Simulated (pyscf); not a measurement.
H₃C–CH₂–SiH₃ + HCl -> H₃C–CH₂–SiH₂–Cl + H₂ (four-centre exchange; singlet surface; H–Si, Cl–H broken, Cl–Si, H–H formed). PySCF, gas phase, ωB97X-D3(BJ)/def2-SVP geometries. Energies in kJ/mol from the separated reactants.

```json
[
 {"level": "ωB97X-D3(BJ)/def2-TZVP", "barrier": "135.5", "reaction energy": "-90.9"},
 {"level": "PBE/def2-TZVP", "barrier": "115.5", "reaction energy": "-79.4"},
 {"level": "r²SCAN/def2-TZVP", "barrier": "___", "reaction energy": "-87.5"},
 {"level": "B3LYP-D3(BJ)/def2-TZVP", "barrier": "132.9", "reaction energy": "-83.6"},
 {"level": "PBE0-D3(BJ)/def2-TZVP", "barrier": "122.5", "reaction energy": "-82.6"},
 {"level": "HF/def2-TZVP", "barrier": "___", "reaction energy": "___"}
]
```

### Question
Fill in the missing entries.

### Answer

- r²SCAN/def2-TZVP, barrier: 120.6
- HF/def2-TZVP, barrier: 210.6
- HF/def2-TZVP, reaction energy: -71.4

The functionals in the table span 20.0 kJ/mol in this barrier, from PBE to ωB97X-D3(BJ). H₃C–CH₂–SiH₃ lies 53.6 kJ/mol over its isomer H₃C–SiH₂–CH₃, and others may lie lower still (electronic energy, ωB97M-D3(BJ)). One saddle was located; it need not be the lowest between these sides.
